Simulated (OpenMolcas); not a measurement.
# B98/def2-SV(P) run of C2F3N (cyanotrifluoromethane)

What is the vertical ionisation energy of C2F3N (cyanotrifluoromethane) at B98/def2-SV(P)? 

The results are computed with OpenMolcas 26.06.

## Step 1: Starting point

C2F3N has 6 atoms, charge 0, and is taken as a singlet. As SMILES, `N#CC(F)(F)F`. Geometry: relaxed at PBE0-D4/def2-TZVP.

Bond lengths: N1–C2 1.146 Å, C2–C3 1.481 Å, C3–F4 1.326 Å, C3–F5 1.326 Å, C3–F6 1.326 Å. Angles: N1–C2–C3 180.0°, C2–C3–F4 110.1°, C2–C3–F5 110.1°, C2–C3–F6 110.1°, F4–C3–F5 108.8°, F4–C3–F6 108.8°, F5–C3–F6 108.8°.

## Step 2: Energy and gradient at B98/def2-SV(P)

job.inp reads:

```
>>> EXPORT MOLCAS_PRINT=2

&GATEWAY
 BasLib
 $CurrDir
 Coord
 6
 bohr
 N      1.93148907    -3.22217202     1.68847029
 C      0.91878484    -1.53181200     0.78952757
 C     -0.39003947     0.65308935    -0.37265399
 F     -2.48687958    -0.10544672    -1.51612727
 F      1.09887574     1.75177612    -2.06263607
 F     -0.99248416     2.33343382     1.38630309
 Basis
 def2-SVP
 Group
 NoSym

&SEWARD

&SCF
 KSDFT
 HYB_GGA_XC_SB98_2C
 PrOrbitals
 0

&ALASKA
```

The basis set def2-SV(P) is read from a file made from the Basis Set Exchange's data (not shown).

Started as:

```console
$ export MOLCAS_MEM=1860
$ pymolcas job.inp > job.log
```

Standard output:

```text
--- Start Module: gateway ---
[...]
--- Stop Module: gateway /rc=_RC_ALL_IS_WELL_ ---
[...]
      Basis functions           84
[...]
--- Start Module: scf ---
[...]
       Convergence after  13 Iterations
[...]
::    Total KS-DFT energy                            -429.9807775287
[...]
      Total spin, S                                     0.0000000000
[...]
      Total electronic charge=   46.000000
      Total            charge=   -0.000000
[...]
      Dipole Moment (debye):
      Origin of the operator (angstrom)=   -0.0659    0.1111   -0.0725
                   X= -6.0038E-01               Y=  1.0020E+00               Z= -5.3322E-01           Total=  1.2840E+00
      Quadrupole Moment (debye*angstrom):
[...]
--- Stop Module: scf /rc=_RC_ALL_IS_WELL_ ---
[...]
--- Start Module: alaska ---
[...]
 *              Molecular gradients               *
 **************************************************
  Irreducible representation: a
 ------------------------------------------------------------------------------------------
                              X                       Y                       Z
 ------------------------------------------------------------------------------------------
  N1               -1.17549575921707E-02    1.96237759843463E-02   -1.04387972647810E-02
  C2                8.22910363326379E-03   -1.37499327183548E-02    7.31644852680402E-03
  C3                2.75475894199739E-03   -4.65405217626680E-03    2.42339384462187E-03
  F4                2.04975207070746E-03    1.10184261214386E-03    1.05336442313231E-03
  F5               -1.71859288104415E-03   -8.69178500840562E-04    1.61443387102267E-03
  F6                4.39935827271754E-04   -1.45245520112880E-03   -1.96884340085646E-03
 ------------------------------------------------------------------------------------------
--- Stop Module: alaska /rc=_RC_ALL_IS_WELL_ ---
[...]
```

Run time: 9.6 s. Hardware: 1 thread of Arm Neoverse V2, shared host; peak memory 0.46 GiB.

## Step 3: The doublet cation at the same level

job.inp reads:

```
* C2F3N Kohn-Sham DFT
&GATEWAY
BasLib
$CurrDir
Coord
6
bohr
N      1.93148907    -3.22217202     1.68847029
C      0.91878484    -1.53181200     0.78952757
C     -0.39003947     0.65308935    -0.37265399
F     -2.48687958    -0.10544672    -1.51612727
F      1.09887574     1.75177612    -2.06263607
F     -0.99248416     2.33343382     1.38630309
Basis
def2-SVP
Group
NoSym
&SEWARD
&SCF
UHF
Charge
1
Spin
2
KSDFT
HYB_GGA_XC_SB98_2C
PrOrbitals
0
&ALASKA
```

The basis set def2-SV(P) is read from a file made from the Basis Set Exchange's data (not shown).

Started as:

```console
$ export MOLCAS_MEM=1860
$ pymolcas job.inp > job.log
```

Standard output:

```text
--- Start Module: gateway ---
[...]
--- Stop Module: gateway /rc=_RC_ALL_IS_WELL_ ---
[...]
      Basis functions           84
[...]
--- Start Module: scf ---
[...]
       Convergence after  47 Iterations
[...]
::    Total KS-DFT energy                            -429.4663468128
[...]
      Total spin, S                                     0.5028399941
[...]
      Total electronic charge=   45.000000
      Total            charge=    1.000000
[...]
      Dipole Moment (debye):
      Origin of the operator (angstrom)=   -0.0659    0.1111   -0.0725
                   X=  1.7917E+00               Y= -3.0473E+00               Z=  1.3984E+00           Total=  3.8016E+00
      Center of Charge (angstrom)
[...]
--- Stop Module: scf /rc=_RC_ALL_IS_WELL_ ---
[...]
--- Start Module: alaska ---
[...]
 *              Molecular gradients               *
 **************************************************
  Irreducible representation: a
 ------------------------------------------------------------------------------------------
                              X                       Y                       Z
 ------------------------------------------------------------------------------------------
  N1               -6.06927899232002E-02    9.99668835426171E-02   -5.84485527749674E-02
  C2                5.04817685171388E-02   -8.18282535636827E-02    5.31771254056779E-02
  C3                3.40670138429044E-02   -5.69659343129882E-02    3.00130916941554E-02
  F4               -1.37117271832530E-02    9.19232527717906E-03   -1.01256266640988E-02
  F5               -2.20650919750476E-03    1.51376904562461E-02   -1.18928475823914E-02
  F6               -7.93775605623459E-03    1.44972886006656E-02   -2.72319007834199E-03
 ------------------------------------------------------------------------------------------
--- Stop Module: alaska /rc=_RC_ALL_IS_WELL_ ---
[...]
```

Run time: 31 s. Hardware: 1 thread of Arm Neoverse V2, shared host; peak memory 0.46 GiB.

## Step 4: Summary of results

At B98/def2-SV(P):

| quantity | value |
| --- | --- |
| singlet C2F3N: total energy | -429.98078 Eh |
| singlet C2F3N: dipole moment | 1.28 D |
| singlet C2F3N: HOMO energy | -10.84 eV |
| singlet C2F3N: LUMO energy | -0.70 eV |
| singlet C2F3N: HOMO–LUMO gap | 10.14 eV |
| singlet C2F3N: largest force on an atom | 1.293 eV/Å |
| doublet cation: total energy | -429.46635 Eh |
| doublet cation: HOMO energy (highest over α and β) | -18.78 eV |
| doublet cation: LUMO energy (lowest over α and β) | -17.00 eV |
| doublet cation: ⟨S²⟩ | 0.756 |
| doublet cation: largest force on an atom | 6.723 eV/Å |
| vertical ionisation energy (to the doublet cation) | 13.998 eV |

What this shows: The vertical ionisation energy comes to 14.00 eV (323 kcal/mol). The largest force (singlet C2F3N) is 1.29 eV/Å: the shape isn't a stationary point for this species at this level. The negative HOMO energy of the first species, 10.84 eV, lies 3.16 eV below that difference. Mulliken charges (singlet C2F3N) run from -0.20 on C2 to +0.64 on C3; they depend strongly on the basis.
